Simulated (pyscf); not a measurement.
A first-order saddle from PySCF, ωB97X-D3(BJ)/def2-SVP:

```
W
F 1 1.8423
F 1 1.8550 2 84.64
F 1 1.8572 2 95.57 3 79.82
F 1 1.8646 2 151.82 3 162.20
F 1 1.8668 2 115.53 3 -75.30
O 1 2.0694 2 77.92 3 -143.34
H 7 0.9708 1 109.98 2 161.09
H 7 1.2906 8 119.97 6 -106.85
H 9 0.9557 7 143.97 8 112.15
```
Charge 0, spin multiplicity 1.

Surface: singlet, charge 0. Lowest wavenumbers (cm⁻¹): 1216i, 99, 150, 263, 276.

Task: What reaction is this the transition state of?

Result: `[F][WH]([F])([F])([F])[F]` + `[OH2]` ⇌ `[OH][W]([F])([F])([F])([F])[F]` + `[H][H]`, a four-centre exchange read from left to right: H–W, H–O broken and O–W, H–H formed. At ωB97M-D3(BJ)/def2-TZVP it lies +10.9 kcal/mol from the left side and +42.4 kcal/mol from the right (each side as separated species at their lowest minima found). On the reactant side the descent ends in an adduct with a O–W contact, 16.3 kcal/mol under the separated species and 25.9 kcal/mol under the saddle at ωB97X-D3(BJ)/def2-TZVP. What is counted as formed (O–W) is already present as a longer contact in the reactant adduct; forming that adduct is a step of its own. This is the saddle that the search found; another between the same sides may lie lower. Elements past Kr carry the def2 core potentials, without spin-orbit coupling.
